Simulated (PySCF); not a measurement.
C2H5N, SMILES C1CN1, point group Cs.

Level: B3LYP/pcSseg-1 in PySCF (density fitting, grid level 2); geometry and Hessian at that level, cubic constants and property derivatives from steps of ±0.6 along each species' dimensionless normal coordinates, second-order vibrational perturbation theory. The parent has the commonest isotopes.

Equilibrium geometry (Å):

| atom | x | y | z |
| --- | --- | --- | --- |
| C1 | 0.7149 | -0.3327 | 0.0213 |
| C2 | -0.7596 | -0.1698 | 0.0601 |
| N3 | 0.0681 | 0.7510 | -0.7303 |
| H4 | 1.2808 | -0.0902 | 0.9210 |
| H5 | 1.1610 | -1.1129 | -0.5926 |
| H6 | -1.2115 | 0.1851 | 0.9865 |
| H7 | -1.3965 | -0.8303 | -0.5255 |
| H8 | 0.1790 | 1.6374 | -0.2388 |

Give the equilibrium and ground-state rotational constants (MHz) of parent; ²H at 5; ²H at 8; ²H at 4, ²H at 5; ²H at 4; ¹⁵N at 3; ¹⁵N at 3, ²H at 8.


| species | Ae | Be | Ce | A0 | B0 | C0 | Δ0 (u Å²) | harmonic ZPE (cm⁻¹) |
| --- | --- | --- | --- | --- | --- | --- | --- | --- |
| parent | 22966 | 21168 | 13449 | 22735 | 20960 | 13294 | -8.325 | 15300 |
| ²H at 5 | 22034 | 19056 | 12700 | 21811 | 18877 | 12559 | -9.703 | 14586 |
| ²H at 8 | 20745 | 20664 | 12843 | 20539 | 20464 | 12696 | -9.496 | 14542 |
| ²H at 4, ²H at 5 | 21058 | 17263 | 12149 | 20846 | 17105 | 12016 | -11.731 | 13873 |
| ²H at 4 | 21968 | 19071 | 12737 | 21746 | 18890 | 12594 | -9.865 | 14592 |
| ¹⁵N at 3 | 22269 | 21163 | 13209 | 22050 | 20955 | 13058 | -8.335 | 15276 |
| ¹⁵N at 3, ²H at 8 | 20644 | 20211 | 12644 | 20444 | 20014 | 12500 | -9.542 | 14516 |

Δ0 = Ic − Ia − Ib from the ground-state constants.

How is the parent's vibrational correction B0 − Be made up?


| axis | harmonic | Coriolis | cubic | total (MHz) |
| --- | --- | --- | --- | --- |
| a | 73.1 | -21.7 | -282 | -231 |
| b | 60.3 | -18.4 | -250 | -208 |
| c | 18.6 | -3.04 | -171 | -155 |

And its quartic centrifugal distortion constants from the harmonic force field?

Asymmetric top, A reduction, IIIr representation: ΔJ = 38.9 kHz, ΔJK = -54.1 kHz, ΔK = 22.2 kHz, δJ = 4.3 kHz, δK = -9.16 kHz.
